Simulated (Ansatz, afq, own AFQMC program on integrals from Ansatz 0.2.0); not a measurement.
## Where AFQMC and coupled cluster stand for NbCl2, quartet

```xyz
3

Nb    0.0000    0.0000   -0.0908
Cl    0.0000    0.0000   -2.1118
Cl    0.0000    0.0000    2.2026
```

Connectivity, by distances: Cl–Nb–Cl.

Basis def2-SVP with its core potentials. Only valence electrons are correlated. Ansatz 0.2.0 and our own AFQMC program on the same integrals; the CISD trial comes from CCSD amplitudes, and released means the phaseless constraint is let go. ± is one standard error of the sampling. No spin–orbit coupling. The metal's outer-core s and p shells are frozen, which shifts wave-function levels against functionals.

Determinant: UHF, the one that the program's search chose, which needn't be the lowest solution. The geometry is a point of a scan.

No full CI on the walks' own integrals is used here; CCSDT(Q) serves as the reference and is uncertain by about the last step of the cluster series.

Cautions: no spin-orbit coupling; outer-core shells of the metal frozen; lower spins were not checked; higher spins were not checked.

The T1 diagnostic is 0.0197 and the weight of the determinant in the CISD state is 0.848. The ⟨S²⟩ of the determinant is 3.771 and the size of the correlated space is 19 electrons in 53 orbitals.

```csv
level,correlation energy (eV)
MP2,-9.2053
CCSD,-9.9585
CCSD(T),-10.2515
```

Problem. Estimate where phaseless AFQMC with a CISD trial lies against CCSD(T) on the same integrals.

Solution. 25.4 ± 6.2 meV below CCSD(T).

Reference: CCSDT(Q), correlation energy -10.302 eV. The released energy is read at 2.60 1/Eh (meV from the phaseless value at times in 1/Eh: -3 ± 5 at 0.24, -14 ± 7 at 0.60, -23 ± 5 at 1.20, -26 ± 7 at 1.80, -29 ± 12 at 2.60).

```
         level  E − E(reference) (meV)  share of correlation (%)
       CCSD(T)                    50.6                     99.51
         CCSDT                    21.2                     99.79
   ph-AFQMC/HF            -32.6 ± 32.0                    100.32
 ph-AFQMC/CISD              25.2 ± 6.2                     99.76
released AFQMC             -3.5 ± 12.0                    100.03
```

A walk keeps the symmetry of its determinant, which the program's search chose and which needn't be the lowest solution, so a lower state of the same spin and another symmetry isn't excluded. Released energies are given only where the last usable release times agree within the noise; a slower fall can still hide under it.
